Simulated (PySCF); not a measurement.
# TDDFT excited states: C4H4S2

Compound: 2-thiophenethiol, C4H4S2.
Cartesian coordinates in Å at the GFN2-xTB level; atoms count from 1:
```xyz
10
C4H4S2 angstrom
S      2.6938   -0.0111   -0.0778
C      0.9404    0.0568   -0.0132
C      0.0849   -0.9708   -0.2706
C     -1.2684   -0.5895   -0.1310
C     -1.4207    0.7085    0.2276
S      0.0927    1.5122    0.4059
H      2.8893    1.2576    0.2763
H      0.4133   -1.9552   -0.5483
H     -2.0922   -1.2612   -0.2927
H     -2.3242    1.2573    0.4013
```

Theory: TDDFT wB97X-D/def2-SVPD, vertical, gas phase, core orbitals frozen in the response in PySCF.

Task: Predict the UV-vis stick spectrum at this level.

Result: 

```
state  E (eV)  ν̃ (cm⁻¹)       f  symmetry  main configurations (H = HOMO, L = LUMO)
   S1    4.70      37880  0.0003         –                               H→L+1 (89%)
   S2    5.03      40570   0.185        A′                                 H→L (97%)
   S3    5.75      46380  0.0030        A″                               H→L+2 (65%)
   S4    5.94      47880   0.060        A′                  H-1→L (76%), H→L+5 (18%)
   S5    5.99      48320  0.0012         –                             H-1→L+1 (77%)
   S6    6.12      49350   0.019        A″                  H→L+3 (68%), H→L+4 (10%)
   S7    6.67      53840  0.0011         –   H→L+6 (40%), H→L+4 (20%), H-2→L+1 (13%)
   S8    7.02      56580   0.233        A′                  H→L+5 (72%), H-1→L (18%)
```

Triplets (Tamm–Dancoff): T1 3.46 eV, H→L (90%); T2 4.44 eV, H→L+1 (84%); T3 4.78 eV, H-1→L (87%).

The lowest singlet comes at 264 nm (453 kJ/mol) in the ultraviolet; it is dark (f under 0.0005); its leading configuration is HOMO→LUMO+1 (89%). The most intense listed level is S8 at 7.02 eV (177 nm, f = 0.233), 2.32 eV above S1. It is the last of those listed, so stronger ones may follow. Löwdin shares by element: HOMO carbon 47% or more, sulfur 34% or more (atoms not listed hold the other 19%); LUMO carbon 52% or more, sulfur 22% or more (atoms not listed hold the other 26%). The listed states span 2.32 eV, and the widest gap between neighbours is 0.72 eV (S2 to S3). The oscillator strengths of these states sum to 0.502; summed over the whole spectrum of an exact calculation they would give the number of electrons, 60 (Thomas–Reiche–Kuhn). Orbital energies (eV): HOMO-3 -11.85, HOMO-2 -10.62, HOMO-1 -9.32, HOMO -7.97, LUMO 1.05, LUMO+1 1.34, LUMO+2 1.99. Symmetry labels in Cs follow from the direction of the transition dipole and are given only for states with f of 0.002 or more. Only the lowest 8 singlets were computed, as vertical energies without vibronic structure.

Time: 30 s. Hardware: one thread, Arm Neoverse V1, on a shared host.

One conformer stands for the species.
